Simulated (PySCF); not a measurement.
Compound: C5H8.
Bonds: C1–C2 (double), C2–C3, C3–C4, C4–C5, C2–C5. Hydrogens: H6, H7 on C1; H8, H9 on C3; H10, H11 on C4; H12, H13 on C5.

The same species was optimised twice, with GFN2-xTB and with PBE0-D3(BJ)/def2-SVP (PySCF), and the same property calculations (PySCF, gas phase) were run on both structures.

```json
{"coordinate": "C1–H7 (Å)", "GFN2-xTB": "1.077", "PBE0-D3(BJ)/def2-SVP": "1.094", "change": "+0.017"}
{"coordinate": "C1–H6 (Å)", "GFN2-xTB": "1.077", "PBE0-D3(BJ)/def2-SVP": "1.094", "change": "+0.017"}
{"coordinate": "C5–H12 (Å)", "GFN2-xTB": "1.089", "PBE0-D3(BJ)/def2-SVP": "1.103", "change": "+0.014"}
{"coordinate": "C1=C2 (Å)", "GFN2-xTB": "1.316", "PBE0-D3(BJ)/def2-SVP": "1.330", "change": "+0.014"}
{"coordinate": "C3–H9 (Å)", "GFN2-xTB": "1.090", "PBE0-D3(BJ)/def2-SVP": "1.103", "change": "+0.013"}
{"coordinate": "C4–H11 (Å)", "GFN2-xTB": "1.088", "PBE0-D3(BJ)/def2-SVP": "1.099", "change": "+0.011"}
{"coordinate": "C3–H8 (Å)", "GFN2-xTB": "1.090", "PBE0-D3(BJ)/def2-SVP": "1.101", "change": "+0.011"}
{"coordinate": "C4–H10 (Å)", "GFN2-xTB": "1.088", "PBE0-D3(BJ)/def2-SVP": "1.099", "change": "+0.011"}
{"coordinate": "C5–H13 (Å)", "GFN2-xTB": "1.090", "PBE0-D3(BJ)/def2-SVP": "1.101", "change": "+0.011"}
{"coordinate": "C2–C3 (Å)", "GFN2-xTB": "1.505", "PBE0-D3(BJ)/def2-SVP": "1.514", "change": "+0.009"}
{"coordinate": "C2–C5 (Å)", "GFN2-xTB": "1.505", "PBE0-D3(BJ)/def2-SVP": "1.514", "change": "+0.009"}
{"coordinate": "C3–C4 (Å)", "GFN2-xTB": "1.540", "PBE0-D3(BJ)/def2-SVP": "1.548", "change": "+0.008"}
{"coordinate": "C4–C5 (Å)", "GFN2-xTB": "1.540", "PBE0-D3(BJ)/def2-SVP": "1.548", "change": "+0.008"}
{"coordinate": "C4–C5–H13 (°)", "GFN2-xTB": "115.0", "PBE0-D3(BJ)/def2-SVP": "117.8", "change": "+2.8"}
{"coordinate": "C4–C3–H8 (°)", "GFN2-xTB": "115.1", "PBE0-D3(BJ)/def2-SVP": "117.7", "change": "+2.6"}
{"coordinate": "C2–C5–H13 (°)", "GFN2-xTB": "114.4", "PBE0-D3(BJ)/def2-SVP": "117.0", "change": "+2.6"}
{"coordinate": "C2–C3–H8 (°)", "GFN2-xTB": "114.4", "PBE0-D3(BJ)/def2-SVP": "117.0", "change": "+2.6"}
{"coordinate": "C4–C5–H12 (°)", "GFN2-xTB": "115.1", "PBE0-D3(BJ)/def2-SVP": "112.6", "change": "-2.5"}
{"coordinate": "C3–C4–H11 (°)", "GFN2-xTB": "114.3", "PBE0-D3(BJ)/def2-SVP": "116.8", "change": "+2.5"}
{"coordinate": "C4–C3–H9 (°)", "GFN2-xTB": "115.1", "PBE0-D3(BJ)/def2-SVP": "112.6", "change": "-2.5"}
{"coordinate": "C5–C4–H11 (°)", "GFN2-xTB": "114.4", "PBE0-D3(BJ)/def2-SVP": "116.8", "change": "+2.4"}
```

Rotational constants: A = 10798, B = 4659, C = 3466 MHz (GFN2-xTB) against A = 10518, B = 4611, C = 3464 MHz (PBE0-D3(BJ)/def2-SVP). Point groups within 0.08 Å: C2v and Cs. Atoms that the bonding makes alike are paired by their places after alignment.

On the GFN2-xTB structure: lowest triplet, Tamm–Dancoff (eV) 4.26 [CAM-B3LYP/def2-SVPD]; isotropic polarisability (au) 58.1 [CAM-B3LYP/def2-SVPD]; HOMO (eV) -8.36 [CAM-B3LYP/def2-SVPD]; LUMO (eV) 1.33 [CAM-B3LYP/def2-SVPD]; dipole (D) 0.55 [CAM-B3LYP/def2-SVPD]; HOMO (eV) -7.01 [PBE0/pcSseg-1]; LUMO (eV) 0.30 [PBE0/pcSseg-1]; dipole (D) 0.51 [PBE0/pcSseg-1]; GIAO shielding of C1 (ppm) 72.3 [PBE0/pcSseg-1]; GIAO shielding of C2 (ppm) 29.0 [PBE0/pcSseg-1]; GIAO shielding of C3/C5 (mean) (ppm) 155.4 [PBE0/pcSseg-1]; GIAO shielding of C4 (ppm) 171.1 [PBE0/pcSseg-1].

**Question.** What do these properties become on the PBE0-D3(BJ)/def2-SVP structure?

**Answer.** 
| property | level | on GFN2-xTB | on PBE0-D3(BJ)/def2-SVP | change |
| --- | --- | --- | --- | --- |
| lowest triplet, Tamm–Dancoff (eV) | CAM-B3LYP/def2-SVPD | 4.26 | 4.19 | -0.07 |
| isotropic polarisability (au) | CAM-B3LYP/def2-SVPD | 58.1 | 59.7 | +1.6 |
| HOMO (eV) | CAM-B3LYP/def2-SVPD | -8.36 | -8.35 | +0.01 |
| LUMO (eV) | CAM-B3LYP/def2-SVPD | 1.33 | 1.28 | -0.05 |
| dipole (D) | CAM-B3LYP/def2-SVPD | 0.55 | 0.58 | +0.03 |
| energy, GFN2-xTB geometry as zero (kcal/mol) | CAM-B3LYP/def2-SVPD | 0.0 | -0.9 | -0.9 |
| HOMO (eV) | PBE0/pcSseg-1 | -7.01 | -7.01 | 0.00 |
| LUMO (eV) | PBE0/pcSseg-1 | 0.30 | 0.26 | -0.04 |
| dipole (D) | PBE0/pcSseg-1 | 0.51 | 0.54 | +0.03 |
| energy, GFN2-xTB geometry as zero (kcal/mol) | PBE0/pcSseg-1 | 0.0 | -0.6 | -0.6 |
| GIAO shielding of C1 (ppm) | PBE0/pcSseg-1 | 72.3 | 71.0 | -1.3 |
| GIAO shielding of C2 (ppm) | PBE0/pcSseg-1 | 29.0 | 25.9 | -3.1 |
| GIAO shielding of C3/C5 (mean) (ppm) | PBE0/pcSseg-1 | 155.4 | 150.9 | -4.5 |
| GIAO shielding of C4 (ppm) | PBE0/pcSseg-1 | 171.1 | 166.6 | -4.5 |

The heavy atoms differ by 0.116 Å rms after alignment. Among all bonds C1–H6 and C1–H7 change most and about equally (+0.017 Å). Changes are differences of the printed values. Neither structure is proved a minimum here.
